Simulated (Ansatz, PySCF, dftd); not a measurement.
Species: C₃H₂N, charge 0, doublet. C3H2N (SMILES C([C]=C)#N, doublet).
B3LYP-D3(BJ)/def2-TZVP minimum from Ansatz (a first-principles code):
```xyz
6

C     -0.1282    -1.7986    -0.0228
C      0.1404    -0.5266    -0.0139
C      0.0407     0.8046     0.0109
H     -1.1530    -2.1666     0.0132
H      0.6558    -2.5497    -0.0664
N      0.0257     1.9771     0.0297
```
Charge 0, spin multiplicity 2.

Wanted: enthalpy of formation at 298 K (by atomisation, with ideal-gas terms from PySCF's Hessian at B3LYP-D3(BJ)/def2-TZVP and the atoms' measured values of the G2/97 table; no spin-orbit terms), in kcal/mol. Radicals and triplets start from unrestricted determinants; spin-orbit coupling is neglected. Correlated methods leave the cores frozen. Rows without X2C or -DK are non-relativistic. CBS(X,Y): correlation extrapolated as X^-3, Hartree-Fock from the larger set. A bracket is a step between two methods taken in the basis named. The functionals are non-relativistic, so their misses hold any scalar relativity. '+ core + X2C': CCSD(T) terms for core correlation (cc-pwCVTZ) and scalar relativity (cc-pVTZ-DK). Where a partner has so few electrons that a lower coupled-cluster level is exact, that level stands in. The UHF reference of C3H2N (C=[C]C#N, doublet) is spin-contaminated (<S^2> up to 0.63 over the pure value in the sets run).

| level | program | enthalpy of formation at 298 K (kcal/mol) | difference against the last row |
|---|---|---|---|
| HF/cc-pVQZ | Ansatz | 296.6 | 197.5 |
| PBE-D3(BJ)/def2-TZVPD | Ansatz + dftd3 | 59.3 | -39.8 |
| PBE/def2-TZVPD | Ansatz | 61.5 | -37.6 |
| CCSD(T)/CBS(cc-pVTZ,cc-pVQZ) | Ansatz | 105.2 | 6.1 |
| CCSDT(Q)/cc-pVDZ | Ansatz | 159.0 | 59.9 |
| CCSD(T)/CBS(cc-pVTZ,cc-pVQZ) + [CCSDT(Q) - CCSD(T)]/cc-pVDZ + core + X2C | Ansatz | 99.1 | 0.0 |
